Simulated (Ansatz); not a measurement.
# C₂H (quartet): wave-function methods side by side, cc-pVTZ

The task here is to estimate one member of a computed series from the others.

The runs use Ansatz 0.2.0, Gaussian basis; cc-pVTZ, core rule «outside noble gas», up to 2 orbitals frozen.

The runs, in order: UHF; CCSD(T) on ROHF; CCSD(T) on UHF; BCCD(T) on ROHF; CCSDT(Q) on ROHF; CCSDT(Q) on UHF; CASSCF and MRCISD+Q, 9 electrons in 9 orbitals; CASSCF and NEVPT2, 9 electrons in 9 orbitals.

5 further runs of the same task are left out: 5 set aside as unsound or not needed.

### What is computed

The geometry is a PBE0/def2-TZVP stationary point (not a proven minimum) of the parent state, kept for this charge and spin.

3 atoms, charge 0, spin multiplicity 4.

Atoms are counted from 1 here; the program's logs count them from 0.

Bond lengths: C1–C2 1.200 Å, C1–H3 1.066 Å. Angles: C2–C1–H3 180.0°.

Set-up of the first run:

File in.yaml:

```yaml
crystal:
  periodic: [false, false, false]
  atoms:
    - {symbol: C, position_ang: [0.000000, 0.000000, 0.044733]}
    - {symbol: C, position_ang: [0.000000, 0.000000, -1.155483]}
    - {symbol: H, position_ang: [0.000000, 0.000000, 1.110750]}
basis:
  gaussian: {orbitals: cc-pVTZ}
magnetization: {spin_polarized: true, initial_magnetization: 3}
hamiltonian: {xc: hf}
output: {orbitals: {seedname: orbitals}}
```

Launch:

```console
ansatz run in.yaml --threads 1 --pin off --events-out ev --progress --plain --max-ram 4096MiB --backend cpu
```

Among the steps run: UHF; CCSD(T) on ROHF; CCSD(T) on UHF; BCCD(T) on ROHF; CCSDT(Q) on ROHF; CCSDT(Q) on UHF; CASSCF and MRCISD+Q, 9 electrons in 9 orbitals; CASSCF and NEVPT2, 9 electrons in 9 orbitals.

One of the session's tables, all rows but one given; the rest of the session is left out.

It belongs to the step «Misses and costs». 

| method | from RCCSDT(Q) (kJ/mol) |
| --- | --- |
| ROHF | +716.4 |
| UHF | +689.3 |
| RMP2 | +145.2 |
| UMP2 | +152.5 |
| RCCSD | +70.2 |
| UCCSD | +70.0 |
| RCCSD(T) | +38.2 |
| UCCSD(T) | +39.0 |
| BCCD(T) | +38.6 |
| RCCSDT | +9.5 |
| UCCSDT | +9.8 |
| RCCSDT(Q) | 0 |
| UCCSDT(Q) | 0.0 |
| CASSCF valence | +466.4 |
| NEVPT2 valence | +94.5 |
| MRCISD valence | ? |
| MRCISD+Q valence | +11.3 |

**Question.** Estimate the row for MRCISD valence.

As computed: from RCCSDT(Q) (kJ/mol): +35.3. In the column «from RCCSDT(Q) (kJ/mol)» it lies between MRCISD+Q valence (+11.3) and RCCSD(T) (+38.2).

Limits of these values: The report flags that the cluster equations may have other roots. The program flags RCCSDT(Q), UCCSDT(Q) as in doubt, so the zero of the table is itself unsure. Restricted and unrestricted rows rest on different reference determinants; where their highest levels disagree by more than a few hundredths of an eV, they describe different states and don't form one ladder.
